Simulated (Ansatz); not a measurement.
One change: `CSP` becomes `CS[SiH]`.

Ansatz, PBE0-D4/def2-TZVP geometries, multiplicity 1. Each molecule was computed in one conformer, which needn't be the lowest.

```
                                                                                  property  `CSP`
                                                         LUMO energy (PBE/def2-TZVPP) / eV  -1.09
                                            zero-point energy (PBE0-D4/def2-TZVP) / kJ/mol  148.6
                                                     HOMO–LUMO gap (B3LYP/def2-TZVPP) / eV   6.20
                                                   HOMO–LUMO gap (ωB97M-V/def2-TZVPP) / eV  10.75
                                                      HOMO–LUMO gap (PBE0/def2-TZVPP) / eV   6.66
ideal-gas entropy at 298 K and 1 bar (rigid rotor, harmonic PBE0-D4/def2-TZVP) / J/(mol·K)    310
```

**Question.** What does the change do to each property? (Best estimate.)

**Answer.** Ansatz gave: 
| property | `CS[SiH]` | shift |
| --- | --- | --- |
| LUMO energy (PBE/def2-TZVPP) / eV | -3.04 | -1.95 |
| zero-point energy (PBE0-D4/def2-TZVP) / kJ/mol | 122.4 | -26.2 |
| HOMO–LUMO gap (B3LYP/def2-TZVPP) / eV | 4.08 | -2.12 |
| HOMO–LUMO gap (ωB97M-V/def2-TZVPP) / eV | 8.42 | -2.33 |
| HOMO–LUMO gap (PBE0/def2-TZVPP) / eV | 4.42 | -2.24 |
| ideal-gas entropy at 298 K and 1 bar (rigid rotor, harmonic PBE0-D4/def2-TZVP) / J/(mol·K) | 296 | -14 |

With PBE0 the HOMO rises by 0.16 eV and the LUMO falls by 2.08 eV, so the gap narrows by about 2.24 eV. PBE moves the HOMO by -0.01 eV and ωB97M-V by 0.31 eV. The zero-point energy changes by -26.2 kJ/mol with -3 modes.

B3LYP here is the variant with VWN-RPA as its local correlation; programs differ in this.
